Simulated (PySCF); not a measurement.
Molecule: SMILES Cl[C@@H]1CCOC1, C$_{4}$H$_{7}$ClO.

Geometry (Å), atoms numbered from 1 in this order:
```xyz
13

Cl    1.9628    1.0600    3.2458
C     1.6576    1.0551    1.4760
C     0.2104    1.4199    1.1288
C    -0.3817    0.0691    0.7415
O     0.6803   -0.5927    0.1015
C     1.8135   -0.3686    0.8934
H     2.3786    1.7662    1.0557
H    -0.3028    1.9204    1.9599
H     0.2039    2.0941    0.2590
H    -1.2283    0.1310    0.0441
H    -0.7098   -0.4855    1.6442
H     1.8696   -1.0897    1.7309
H     2.7117   -0.4847    0.2701
```

Geometry PBE0-D3(BJ)/def2-SVP throughout; GIAO in PySCF, gas phase, one conformer, non-relativistic; equivalent atoms averaged; functional PBE0.

(1) How do the shifts δ (against HCl, TMS, H2O at the same level) depend on the basis set? (a selection of nuclei; ppm; last column core-seconds on 1 thread of an Arm Neoverse V1, shared host)

(2) Which nucleus among those listed moves most, in ppm?

(3) Taking the largest basis, def2-TZVP (234 functions), as the yardstick, rank the others by their worst heavy-atom deviation.

Results:

(1) 
```tsv
basis set	functions	Cl1	C6	C2	C4	O5	H10	H12	H9	H8	core-s
STO-3G	41	71.8	63.8	60.1	58.3	2.3	2.43	2.23	1.76	1.57	3.1
6-31G	72	134.4	76.0	58.7	64.3	54.4	3.99	3.53	2.26	1.77	6.1
6-31G*	102	137.5	74.8	56.3	63.7	50.7	3.81	3.42	2.00	1.76	8.5
def2-SVP	123	158.3	74.8	57.4	63.8	65.6	3.65	3.33	1.81	1.67	9.9
pcSseg-1	144	182.5	80.2	60.7	67.8	72.6	3.87	3.40	2.02	1.76	12
6-311+G(2d,p)	212	188.5	79.0	60.5	66.8	68.9	3.89	3.55	2.09	1.92	22
def2-TZVP	234	187.8	80.6	61.0	68.3	72.7	3.87	3.52	2.11	1.94	26
```

(2) Cl1 (chlorine bonded to C): from 71.8 ppm with STO-3G to 188.5 ppm with 6-311+G(2d,p). The smallest spread is 0.36 ppm, at H8. Proton shifts span only some 12 ppm, so a few tenths of a ppm matter as much there as several ppm in carbon.

(3) 6-311+G(2d,p) 3.8 ppm (212 functions), pcSseg-1 5.3 ppm (144 functions), def2-SVP 29.5 ppm (123 functions), 6-31G* 50.3 ppm (102 functions), 6-31G 53.4 ppm (72 functions), STO-3G 116.0 ppm (41 functions).

A small basis that lands close on one nucleus may do so by chance; judge by the trend and by all nuclei.
